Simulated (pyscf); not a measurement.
Single points on ωB97X-D3(BJ)/def2-SVP structures (PySCF, gas phase). Correlated levels are frozen-core, on RHF or UHF. ΔMP2 is the change of the MP2 total energy from the triple- to the quadruple-zeta basis.

Problem. `[BH]=[O]` + `[H]` [doublet] → `[BH][OH]` [doublet]
Surface: doublet. Broken: none. Formed: H–O. Give ΔE‡ and ΔE from CCSD(T)/def2-TZVPP + ΔMP2(QZVPP), relative to the separated reactants.

Solution. ΔE‡ = 80.2 kJ/mol, ΔE = -53.8 kJ/mol. Zero-point energy shifts the barrier by +2.8 kJ/mol. It is an addition, with an imaginary mode of 2151i cm⁻¹. [HB–OH]• lies 24.5 kJ/mol over its isomer H₂B–O•, and others may lie lower still (electronic energy, ωB97M-D3(BJ)). One saddle was located; it need not be the lowest between these sides. The CCSD(T) − MP2 part came from Ansatz, without density fitting, on the same reference.
